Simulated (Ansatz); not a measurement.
```yaml
crystal:
  periodic: [false, false, false]
  atoms:
    - {symbol: C, position_ang: [-1.098574, 0.558015, -0.328180]}
    - {symbol: S, position_ang: [-0.517849, -0.700727, -0.593108]}
    - {symbol: C, position_ang: [1.140447, -0.586357, 0.857005]}
    - {symbol: H, position_ang: [-1.912012, 0.674722, -1.098589]}
    - {symbol: H, position_ang: [-0.513732, 1.303500, -0.505991]}
    - {symbol: H, position_ang: [-1.544655, 0.907440, 0.631209]}
    - {symbol: H, position_ang: [0.443809, -0.766238, -1.941746]}
    - {symbol: H, position_ang: [0.636785, -0.510689, 1.832781]}
    - {symbol: H, position_ang: [1.809505, -1.556520, 0.928129]}
    - {symbol: H, position_ang: [1.708857, 0.577557, 0.584086]}
basis:
  gaussian: {orbitals: cc-pVTZ-DK, fitting: {mean_field: cc-pVTZ-jkfit}, final_grid: {core_spheres: 8, valence_spheres: 7, degree: 23}}
total_charge: 1
hamiltonian: {xc: {name: PBE1PBE}, dispersion: d3bjatm}
accuracy: high
output: {forces: true}
```

```sh
$ ansatz run in.yaml --threads 2 --pin off --events-out ev --progress --plain --max-ram 32768MiB --backend cuda --devices 0, --max-vram 18GiB
```

(1) How does Ansatz answer? (Best estimate.)

## Answers

(1) Ansatz gave: The input was rejected before any iteration.
```
Error: YAML parse error: error: line 17 column 19: hamiltonian.xc: no functional is named "PBE1PBE"; the names, which are not case-sensitive, are SVWN5, SPW92, PBE, PBE0, PBEsol, revPBE, revPBE0, RPBE, rPW86-PBE, HSE06, wPBEh, LC-wPBE, HISS, HF, BLYP, B3LYP, B3LYP5, BHLYP, CAM-B3LYP, r2SCAN, r2SCANh, r2SCAN0, r2SCAN50, m-r2SCAN, B97, wB97, wB97X, wB97X-V, B97M-V, wB97M-V, B2PLYP, B2GP-PLYP, PBE0-DH, PBE-QIDH
15 |   gaussian: {orbitals: cc-pVTZ-DK, fitting: {mean_field: cc-pVTZ-jkfit}, final_grid…
16 | total_charge: 1
17 | hamiltonian: {xc: {name: PBE1PBE}, dispersion: d3bjatm}
18 | accuracy: high
19 | output: {forces: true}
```

HSE06 is defined as in plane-wave codes.
